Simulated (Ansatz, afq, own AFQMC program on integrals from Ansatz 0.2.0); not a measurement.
**AlH₄+ (singlet): quantum Monte Carlo beside coupled cluster at distance Al1–H5 = 1.552 Å, 6-31G**

The task here is to estimate one member of a computed series from the others.

Method: 6-31G, frozen cores; program: Ansatz 0.2.0, Gaussian basis, and an in-house AFQMC program (afq) on its integrals; all values are calculated.

Plan: Full CI; PBE (unrestricted); r2SCAN (unrestricted); PBE0 (unrestricted); B3LYP (unrestricted); wB97M-V (unrestricted); B2PLYP (unrestricted); CCSD(T) on RHF; Full CI; CCSDT(Q) on RHF; CCSDTQ on RHF; Phaseless AFQMC, CISD trial on RHF; Phaseless AFQMC, single-determinant trial on RHF; Free-projection AFQMC, CISD trial on RHF; Free-projection AFQMC, CISD trial on RHF; UHF.

4 further runs of the same task are left out: 4 that didn't finish.

## The geometry

The geometry derives from a PBE0/def2-TZVP stationary point (not a proven minimum). One bond is set to the value named and the two fragments are kept rigid.

5 atoms, charge 1, spin multiplicity 1.

Atoms are counted from 1 here; the program's logs count them from 0.

Bond lengths: Al1–H4 1.552 Å, Al1–H5 1.552 Å, H2–H3 0.770 Å. Angles: H4–Al1–H5 164.0°.

Set-up of the first run:

Contents of in.yaml:

```yaml
crystal:
  periodic: [false, false, false]
  atoms:
    - {symbol: Al, position_ang: [0.000000, 0.000000, -0.118619]}
    - {symbol: H, position_ang: [0.000000, -0.384792, 1.922431]}
    - {symbol: H, position_ang: [0.000000, 0.384794, 1.922430]}
    - {symbol: H, position_ang: [0.000000, 1.536935, -0.334772]}
    - {symbol: H, position_ang: [0.000000, -1.536935, -0.334770]}
basis:
  gaussian: {orbitals: 6-31G}
total_charge: 1
correlation: {method: fci, electrons: outside_noble_gas}
```

Run with:

```
$ ansatz run in.yaml --threads 1 --pin off --events-out ev --progress --plain --max-ram 24576MiB --backend cuda --devices 0, --max-vram 18GiB
```

Steps of the session up to this table: Full CI; PBE (unrestricted); r2SCAN (unrestricted); PBE0 (unrestricted); B3LYP (unrestricted); wB97M-V (unrestricted); B2PLYP (unrestricted); CCSD(T) on RHF; CCSDT(Q) on RHF; CCSDTQ on RHF; Phaseless AFQMC, CISD trial on RHF; Phaseless AFQMC, single-determinant trial on RHF; Free-projection AFQMC, CISD trial on RHF; Free-projection AFQMC, CISD trial on RHF (settings varied); UHF.

One of the session's tables, all rows but one given; the rest of the session is left out.

It belongs to the step «AFQMC on the ladder». On the RHF determinant, counted from full CI (exact for this spin and basis):

| level | from full CI (kJ/mol) |
| --- | --- |
| HF | +182.9 |
| MP2 | +56.3 |
| CCSD | +2.0 |
| CCSD(T) | ? |
| CCSDT(Q) | 0.0 |
| CCSDTQ | 0.0 |
| full CI | 0.0 |
| Phaseless AFQMC, CISD trial, step 0.005, 4000 walkers | 0.0 |
| Phaseless AFQMC, single-determinant trial, step 0.005, 4000 walkers | -2.8 |
| Free-projection AFQMC, CISD trial, step 0.03, 4000 walkers | 0.0 |
| Free-projection AFQMC, CISD trial, step 0.05, 50 walkers | -0.2 |

Estimate the missing values for CCSD(T).

As computed: from full CI (kJ/mol): +0.8. In the column «from full CI (kJ/mol)» it lies between Free-projection AFQMC, CISD trial, step 0.03, 4000 walkers (0.0) and CCSD (+2.0).

To keep in mind: On RHF the phaseless walk with the CISD trial lies 0.0 kJ/mol from full CI, within three error bars.
